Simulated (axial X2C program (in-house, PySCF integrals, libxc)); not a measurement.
Nuclear properties of ClBCl⁺

Computed with an axial X2C code built on PySCF integrals: two-component X2C with atomic mean-field Coulomb and Gaunt terms, Gaussian nuclei, basis Cl dyall-av3z, B dyall-v3z with contracted cores.

Cl–B–Cl held linear, with bonds 1.614 and 1.614 Å (near the PBE0 minimum at charge 1 of the determinant lowest at the starting distance; the state shown can have its own minimum elsewhere, held linear; other orders of the atoms were not compared).

Input and command:
```json
{"zs": [17, 5, 17], "q": 1, "bas": ["dyall-av3z", "dyall-v3z", "dyall-av3z"], "r0": [1.84, 1.84], "symm": 1, "scan": ["PBE0", "HF", "r2SCAN"], "levels": ["PBE0", "HF", "TPSSh"], "nst": 2}
```
```bash
python solin.py task.json out
```

Keys: zs atomic numbers; q charge; bas basis sets; r0 starting distance in Å; symm equal bonds; scan levels of the two-bond scan; levels methods; nst determinants followed.

Determinant lowest in the PBE0 search, Ω = 0 (closed shell), highest spinor 85% Cl p, 15% B d:

| level | qzz Cl (a.u.) | qzz B (a.u.) |
| --- | --- | --- |
| PBE0 | 2.00 | -0.37 |
| HF | 2.19 | -0.46 |
| TPSSh | 2.00 | -0.35 |

qzz is the electric field gradient, eQq0 = 234.96 MHz × Q/barn × qzz. The operators were transformed with the bare-nucleus X2C matrices; with these basis sets, hyperfine constants and field gradients can be off by tens of per cent, and where levels differ in sign neither size nor sign is settled.

**Question.** With Q(35Cl) = -0.08112 barn, Q(11B) = 0.04059 barn (Q from Pyykkö, Mol. Phys. 2018), turn the PBE0 values of the first state into constants in MHz.

**Answer.** eQq0(35Cl) = 234.96 × (-0.08112) × (2.00) = -38.1 MHz; eQq0(11B) = 234.96 × (0.04059) × (-0.37) = -3.53 MHz.

The molecule was held linear; bending was not examined, so a bent shape may lie lower.

Each state is one determinant with collinear spin. The search compared states at one distance, so a state with another bond length can lie lower.
